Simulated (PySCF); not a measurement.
# C3H5FS: core ionisation energies

C3H5FS.
Numbering: `[F:1][CH:2]1[CH2:3][S:4][CH2:5]1`

The calculation used PySCF 2.14.0, delta-SCF UKS SCAN, pcX-2 on the ionised atom, pcseg-1 elsewhere, spin-free X2C. Binding energies are ΔSCF values: E(core-ionised, relaxed orbitals) − E(ground state) at a fixed geometry, referred to the vacuum level.

Task: What binding energy does each computed site have?

Result: 
| atom(s) | environment | level | binding energy (eV) | above the level's lowest (eV) | count |
| --- | --- | --- | --- | --- | --- |
| C3/C5 | sp3 carbon bound to sulfur | C 1s | 291.58 | 0.00 | 2 |
| C2 | sp3 C–F carbon | C 1s | 293.51 | +1.93 | 1 |
| F1 | alkyl fluorine | F 1s | 692.58 | 0.00 | 1 |
| S4 | sulfide sulfur | S 1s | 2477.24 | 0.00 | 1 |

Lowest listed C 1s: C3/C5, bonded to S, C and 2 H. Highest, 1.93 eV above it: C2, bonded to F, 2 C and H. Summing the Pauling electronegativity differences to the bonded atoms, each weighted by its formal bond order, gives -0.67 for the lowest site and +1.08 for the highest.

Task: Which photon energy gives electrons from F 1s of F1 a kinetic energy of 100 eV, and what is their de Broglie wavelength?

Result: hν = 692.58 + 100 = 792.58 eV, recoil neglected; λ = 12.264 Å/√(E/eV) = 1.23 Å.

Task: Express the binding energy of F 1s of F1 in atomic units and per mole.

Result: 692.58 eV = 25.4518 Eh = 66824 kJ/mol.

Atoms equivalent by their bonding share one computed value, that of the first of them. Not every level is listed. One conformer (not necessarily the lowest) at the PBE0-D3(BJ)/def2-SVP geometry, without solvent, vibrations or thermal averaging.
